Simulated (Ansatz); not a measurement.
Two isomers of C2H2F4: A = `FC(F)C(F)F`, B = `FCC(F)(F)F`.

Gas-phase electronic energies from Ansatz, PBE0-D4/def2-TZVP geometries. CCSD(T)/CBS adds triple-zeta CCSD(T) − MP2 to the extrapolated MP2 energy (def2 sets, frozen cores). Functionals use def2-TZVPP. B3LYP here is the variant with VWN-RPA as its local correlation; programs differ in this. One conformer a species, not always the lowest.

Problem. Which isomer does CCSD(T)/CBS put lower? Give the gap. (Estimate.)

Solution. Ansatz gave: B, by 31.1 kJ/mol.

Problem. Give E(B) − E(A) in kJ/mol with ωB97M-V, LDA (SPW92), PBE-D4, CCSD(T)/def2-SVP, CCSD/def2-TZVPP, B3LYP-D4, CCSD(T)/def2-TZVPP. (An estimate is asked.)

Solution. Computed: ωB97M-V -32.3, LDA (SPW92) -33.9, PBE-D4 -29.2, CCSD(T)/def2-SVP -37.6, CCSD/def2-TZVPP -31.3, B3LYP-D4 -28.6, CCSD(T)/def2-TZVPP -31.3. None reverses the order clearly.

Problem. Does the order hold for the free energy at 298.15 K (harmonic terms from PBE0-D4)? (An estimate is asked.)

Solution. Ansatz gave: Yes: G(B) − G(A) = -33.3 kJ/mol, for one conformer each.

Largest T1 diagnostic: 0.012.

From BLYP to BHLYP (50 % exact exchange), in def2-TZVPP and without D4, E(B) − E(A) moves by −5.2 kJ/mol. At CCSD(T), def2-SVP lies −6.5 kJ/mol from the extrapolated value and def2-TZVPP −0.2 kJ/mol.
